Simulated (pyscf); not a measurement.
`[CH3][CH2][O][O]` [doublet] → `[CH2][CH2][O][OH]` [doublet] (hydrogen shift; doublet surface; C–H broken, H–O formed). Structures and frequencies: ωB97X-D3(BJ)/def2-SVP in PySCF. Energies in kJ/mol from the reactant's lowest minimum found.

```csv
level,barrier,reaction energy
ωB97X-D3(BJ)/def2-TZVP,185.2,+100.5
B3LYP-D3(BJ)/def2-TZVP,172.2,+93.4
PBE0-D3(BJ)/def2-TZVP,(withheld),+93.0
M06-2X/def2-TZVP,178.9,+83.4
ωB97M-D3(BJ)/def2-TZVP,(withheld),(withheld)
HF/def2-TZVP,238.4,+92.6
```

Complete the blanks.


- PBE0-D3(BJ)/def2-TZVP, barrier: 169.1
- ωB97M-D3(BJ)/def2-TZVP, barrier: 180.3
- ωB97M-D3(BJ)/def2-TZVP, reaction energy: +91.6

The functionals in the table span 16.1 kJ/mol in this barrier, from PBE0-D3(BJ) to ωB97X-D3(BJ). The same reactants have a lower exit, to •O–OH + H₂C=CH₂ (barrier +148.4 kJ/mol at ωB97M-D3(BJ), against +180.3 kJ/mol here). H₃C–CH₂–O–O• lies 181.3 kJ/mol over its isomer H₃C–CH(O•)–OH, and others may lie lower still (electronic energy, ωB97M-D3(BJ)). •H₂C–CH₂–O–OH lies 272.9 kJ/mol over its isomer H₃C–CH(O•)–OH, and others may lie lower still (electronic energy, ωB97M-D3(BJ)). One saddle was located; it need not be the lowest between these sides.
